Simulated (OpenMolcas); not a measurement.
## How methods differ on CH8BN (SMILES [BH3-][NH2+]C)

CH8BN has 11 atoms, charge 0, and is taken as a singlet. SMILES: `[BH3-][NH2+]C`. Geometry: relaxed at PBE0-D4/def2-TZVP.

```xyz
11

B    -0.8284    1.0320   -0.2051
N    -0.3495   -0.4975    0.0708
C     1.1078   -0.6611    0.1552
H    -2.0409    0.9910   -0.2454
H    -0.3251    1.3417   -1.2657
H    -0.4029    1.6775    0.7312
H    -0.7835   -0.8152    0.9323
H    -0.7210   -1.0847   -0.6699
H     1.4757   -0.0241    0.9576
H     1.5435   -0.3171   -0.7813
H     1.3898   -1.6994    0.3411
```

Each level gives the HOMO–LUMO gap (eV). The values are calculated.

```csv
level,kind,program,value (eV),CPU time
HF/cc-pVDZ,Hartree–Fock,OpenMolcas,14.99,10 s
BLYP/cc-pVDZ,GGA,OpenMolcas,5.97,57 s
revPBE/cc-pVDZ,GGA,OpenMolcas,6.16,57 s
M06-L/cc-pVDZ,meta-GGA,OpenMolcas,7.18,71 s
r2SCAN/cc-pVDZ,meta-GGA,OpenMolcas,7.12,67 s
B3LYP/cc-pVDZ,global hybrid,OpenMolcas,7.84,56 s
M06-2X/cc-pVDZ,hybrid meta-GGA,OpenMolcas,10.50,67 s
PBE0/cc-pVDZ,global hybrid,OpenMolcas,8.44,54 s
```

The values span 5.97 to 14.99 eV. Orbital gaps aren't excitation energies; they tend to grow with the share of exact exchange. CPU times are rough (shared hosts, several kinds of processor): they show what a rung costs within a factor of a few.
